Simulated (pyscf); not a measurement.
Structures and frequencies: ωB97X-D3(BJ)/def2-SVP in PySCF.

Question: cyclic H₅FO₃Si₃ (SMILES F[SiH]1O[SiH2]O[SiH2]O1) + fluoromethane (H₃C–F) → cyclic H₆O₃Si₃ (SMILES O1[SiH2]O[SiH2]O[SiH2]1) + F–CH₂–F
Surface: singlet. Broken: F–Si, C–H. Formed: H–Si, C–F. Give ΔE‡ and ΔE from ωB97M-D3(BJ)/def2-TZVP, relative to the separated reactants.

Answer: ΔE‡ = 115.9 kcal/mol, ΔE = +50.1 kcal/mol. Zero-point energy shifts the barrier by -1.4 kcal/mol. It is a four-centre exchange, with an imaginary mode of 790i cm⁻¹. The same reactants have a lower exit, to •H₂C–F + H• + cyclic H₅FO₃Si₃ (SMILES F[SiH]1O[SiH2]O[SiH2]O1) (no saddle counted: cutting one bond costs +107.5 kcal/mol at ωB97M-D3(BJ), against +115.9 kcal/mol here). This is the saddle that the search found; another between the same sides may lie lower.
